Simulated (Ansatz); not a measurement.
A calculation on zinc-blende GaSb returned lattice constant a 6.111 Å, bulk modulus 51.3 GPa.

For reference: lattice constant a 6.096 Å (measured, 300 K, no zero-point or thermal correction; as tabulated in Vurgaftman et al. (2001), doi:10.1063/1.1368156); bulk modulus 57 GPa (measured, temperature not stated, not corrected to a static lattice; as tabulated in Toher et al. (2017), arXiv:1611.05714).

Task: Which level of theory produced these numbers?
(A) HSE06-D3(BJ) (Ansatz, a quantum-chemistry and plane-wave program)
(B) r²SCAN50 (Ansatz)
(C) B3LYP (VWN-RPA form) (Ansatz)
(D) PBEsol (Ansatz)

Result: D, PBEsol (Ansatz)

The others give: HSE06-D3(BJ) 6.045 Å, 61.2 GPa; B3LYP (VWN-RPA form) 6.241 Å, 44.0 GPa; r²SCAN50 6.062 Å, 65.0 GPa.

Unless a cell is named, each level is at its own relaxed cell (B3LYP (VWN-RPA form) 30.38, HSE06-D3(BJ) 27.62, PBEsol 28.52, r²SCAN50 27.84 Å³/atom).

Ansatz's density-functional and Hartree–Fock values are scalar-relativistic unless marked +SOC, with PAW data made under PBE.
